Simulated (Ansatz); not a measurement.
We consider bcc W, described by PBE0-D3(BJ) in Ansatz (PAW).

From the output:

```
WARN output.stress: scf.exx.energy_threshold = 1e-6 eV is looser than the 1e-8 eV advised for a stress under a hybrid functional (1e-8 eV for each atom of the …
Crystal: 1 atoms, lattice volume = 14.646 Å³
Basis set: ecut = 460 eV, 321 PW (Γ), exchange–correlation on 40×40×40 points (8 copies of the dense FFT grid, shifted against one another)
Bands: 11, of which v1, the nominal top of the filled ones, is band 7 counted from 1 (6 counted from 0)
Symmetry: 48 space group operations
Space group: Im-3m (ITA 229), of the structure as read, at distance tolerance 2.4e-5 Å
k-points: 104 of 2744
Functional: x = pbe(κ = 0.804, μ = 0.2195149727645171), c = pbe(β = 0.06672455060314922), warm-up for x = 0.75 pbe(κ = 0.804, μ = 0.2195149727645171) + 0.25 exact, c = pbe(β = 0.06672455060314922)
SCF iter   1: F=—  HF=-10385.526520 eV  |F-HF|=—  |Δ(HF+E_count)|=         —  Δρ=4.90e-3  dr2=3.01e-3
SCF iter   2: F=—  HF=-10385.525156 eV  |F-HF|=—  |Δ(HF+E_count)|=   1.36e-3  Δρ=1.10e-3  dr2=5.93e-5
  ...
SCF 1 converged in 6 iterations: F = -10385.525162 eV  dr2 = 1.80e-12
Crystal: 1 atoms, lattice volume = 14.646 Å³
Initial density: handed on by an earlier stage of this run
Functional: x = 0.75 pbe(κ = 0.804, μ = 0.2195149727645171) + 0.25 exact, c = pbe(β = 0.06672455060314922)
SCF 2 converged in 7 iterations: F = -10383.998397 eV  dr2 = 5.89e-12
Crystal: 1 atoms, lattice volume = 14.646 Å³
SCF 3 converged in 5 iterations: F = -10384.017413 eV  dr2 = 8.85e-12
Crystal: 1 atoms, lattice volume = 14.646 Å³
Crystal: 1 atoms, lattice volume = 14.646 Å³
SCF iter   7: F=—  HF=-10384.017967 eV  |F-HF|=—  |Δ(HF+E_count)|=   6.80e-9  Δρ=1.27e-6  dr2=2.30e-10
SCF iter   8: F=-10384.017967 eV  HF=-10384.017967 eV  |F-HF|=1.82e-12  |Δ(HF+E_count)|=  4.20e-10  Δρ=4.79e-7  dr2=4.02e-11
SCF 5 converged in 8 iterations: F = -10384.017967 eV  dr2 = 4.02e-11
Free energy (F): -10384.017967 eV
Internal energy: -10384.016559 eV  (E = F + TS)
E sigma→0 (E₀):  -10384.017263 eV
Fermi energy:    24.769724 eV
--- Stress (GPa, compression-positive) ---
       21.397485       0.000000       0.000000
        0.000000      21.397485       0.000000
        0.000000      -0.000000      21.397485
  P = ⅓ Tr σ = 21.3975 GPa (213.975 kbar)
```

Write an input file that could have produced this run (the log leaves some choices open).

This is not unique; one that fits is 
Ansatz 0.2 input:
```yaml
crystal:
  lattice:
    - [-1.541300289, 1.541300289, 1.541300289]
    - [1.541300289, -1.541300289, 1.541300289]
    - [1.541300289, 1.541300289, -1.541300289]
  atoms:
    - { symbol: W, position: [0.0, 0.0, 0.0] }
basis:
  ecutwfc: 460
  ecutrho_ratio: 4
  xc_grid: 2
kpoints:
  mp_grid: { grid: [14, 14, 14] }
hamiltonian:
  xc: pbe0
  dispersion: d3bj
  pseudopotentials: { kind: paw }
scf:
  occupations: { method: fermi_dirac, width: 0.05 }
  convergence: { dr2_threshold: 0.0000000001 }
output:
  forces: false
  stress: true
  eigenvalues: true
```

The cell is one volume of an energy–volume scan, off the minimum.

The PAW data were made under PBE.

Note: the run warned that the count of filled bands differs between k points.

Ansatz is an electronic-structure program.
